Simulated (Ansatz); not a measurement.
Process, species as SMILES: OO (H2O2) + H+ → [OH2+]O
B3LYP-D3(BJ)/def2-TZVP geometries, fixed; electronic energies without zero-point terms; positive where energy is released.

The proton affinity at CCSD(T) with Ansatz (an electronic-structure program), in kcal/mol, split into its Hartree-Fock and correlation parts. Cores are frozen. No added dispersion term, no relativity. Functions are those of the species that has most.

| basis | X | functions | Hartree-Fock | CCSD(T) |
|---|---|---|---|---|
| aug-cc-pVDZ | 2 | 73 | 169.63 | 165.65 |
| aug-cc-pVTZ | 3 | 161 | 171.12 | 166.37 |
| aug-cc-pVQZ | 4 | 298 | 171.33 | 166.22 |

Worked estimate of the basis-set limit from each neighbouring pair, with Hartree-Fock from the larger set and the correlation part extrapolated as X^-3.
Correlation parts: X = 2: -3.98, X = 3: -4.75, X = 4: -5.11.
- (2,3): (27·(-4.75) - 8·(-3.98))/19 = -5.07; with Hartree-Fock 171.12 the estimate is 166.05 kcal/mol.
- (3,4): (64·(-5.11) - 27·(-4.75))/37 = -5.37; with Hartree-Fock 171.33 the estimate is 165.96 kcal/mol.
The last two estimates differ by 0.09 kcal/mol; the largest set lies 0.26 from the last. Over the last step Hartree-Fock moves by 0.21 and the correlation part by -0.36.
